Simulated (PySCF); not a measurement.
## cyclobutylamine, C₄H₉N

Molfile (atoms numbered from 1):
```
C4H9N
     RDKit          3D

 14 14  0  0  0  0  0  0  0  0999 V2000
    1.8995    0.3654   -0.4098 N   0  0  0  0  0  0  0  0  0  0  0  0
    0.5670    0.4709    0.1204 C   0  0  0  0  0  0  0  0  0  0  0  0
   -0.5944    0.4920   -0.8842 C   0  0  0  0  0  0  0  0  0  0  0  0
   -1.4554   -0.2354    0.1657 C   0  0  0  0  0  0  0  0  0  0  0  0
   -0.1530   -0.6929    0.8474 C   0  0  0  0  0  0  0  0  0  0  0  0
    2.0090   -0.4971   -0.9303 H   0  0  0  0  0  0  0  0  0  0  0  0
    2.5915    0.3625    0.3291 H   0  0  0  0  0  0  0  0  0  0  0  0
    0.5209    1.3681    0.7463 H   0  0  0  0  0  0  0  0  0  0  0  0
   -0.9264    1.4565   -1.2707 H   0  0  0  0  0  0  0  0  0  0  0  0
   -0.3713   -0.1663   -1.7294 H   0  0  0  0  0  0  0  0  0  0  0  0
   -2.1434   -1.0043   -0.1859 H   0  0  0  0  0  0  0  0  0  0  0  0
   -2.0088    0.4697    0.7891 H   0  0  0  0  0  0  0  0  0  0  0  0
   -0.1152   -0.7317    1.9379 H   0  0  0  0  0  0  0  0  0  0  0  0
    0.1839   -1.6537    0.4463 H   0  0  0  0  0  0  0  0  0  0  0  0
  1  2  1  0
  2  3  1  0
  3  4  1  0
  4  5  1  0
  5  2  1  0
  1  6  1  0
  1  7  1  0
  2  8  1  0
  3  9  1  0
  3 10  1  0
  4 11  1  0
  4 12  1  0
  5 13  1  0
  5 14  1  0
M  END
```

Theory: PySCF, quadratic response CAM-B3LYP/def2-TZVPD first hyperpolarisability, Taylor convention, gas phase. Geometry: PBE0-D3(BJ)/def2-TZVP.

Q: What is the first hyperpolarisability, and how does it disperse?

A: In au, Taylor convention; the vector part is βᵢ = ⅓ Σⱼ (βᵢⱼⱼ + βⱼᵢⱼ + βⱼⱼᵢ); β∥ is 3/5 of the vector part along the dipole, the dipole points from − to +:
```csv
process,λ (nm),β vector norm,β∥,β HRS,depolarisation ratio
"static β(0;0,0)",∞,64.9,-28.2,25.0,6.63
"second harmonic β(−2ω;ω,ω)",1907,67.4,-29.6,26.0,6.53
"Pockels β(−ω;ω,0)",1907,65.7,-28.7,–,–
"second harmonic β(−2ω;ω,ω)",1064,73.8,-33.1,28.6,6.25
"Pockels β(−ω;ω,0)",1064,67.6,-29.7,–,–
```

Q: Which lowest excitations, dipole and polarisabilities go with it?

A: S1 5.97 eV (f = 0.033); S2 6.69 eV (f = 0.005); S3 6.96 eV (f = 0.007); dipole 1.21 D; isotropic α 57.1 au static, 57.2 au at 1907 nm, 57.5 au at 1064 nm, 57.6 au at 953.5 nm, 58.8 au at 532 nm.
